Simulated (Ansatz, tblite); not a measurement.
Cost and result up the ladder for the cluster LiCl2⁻ (the lowest singlet isomer of a short search) (3 atoms). The state is a singlet with charge -1. Geometry: r2SCAN-D4/def2-TZVPD.

```tsv
atom	x (Å)	y (Å)	z (Å)
Li1	0.0001	0.0002	0.0001
Cl2	0.7361	-1.1822	1.6537
Cl3	-0.7362	1.1820	-1.6538
```

Ansatz on 4 threads of Arm Neoverse V1 on a shared host; xTB runs through tblite on one thread. Times are rough, summed over both states, and most runs start from the orbitals of an earlier one. CCSD(T)/def2-TZVPPD serves as the yardstick here, not as an exact answer. The other state is a doublet.

The xTB rows come from tblite. Correlated methods freeze 10 core orbitals; core or outer-core shells of Li are correlated, in sets that lack core-valence functions. HOMO above LUMO, or a gap near zero within one spin, warns that the state may not be the lowest or that an electron is smeared out. The structure comes from a short search, and lower isomers may exist.

Correlated methods converge slowly with the basis.

Raw xTB energies of ions are shifted by several eV.

| level | functions | vertical IE (eV) | difference from CCSD(T)/def2-TZVPPD (eV) | remarks |
| --- | --- | --- | --- | --- |
| GFN1-xTB | 22 | 10.60 | 4.75 | – |
| PBE-D4/def2-TZVPD | 109 | 4.76 | -1.09 | gap within one spin near zero (doublet) |
| CCSD(T)/def2-TZVPPD | 124 | 5.85 | 0.00 | – |
| GFN2-xTB | 22 | 9.04 | 3.19 | – |

Question: Estimate how long each takes.

Answer: GFN2-xTB 0.004 s; GFN1-xTB 0.005 s; PBE-D4/def2-TZVPD 3.6 s; CCSD(T)/def2-TZVPPD 8.1 s. On shared hardware such times vary by a factor of up to 3.
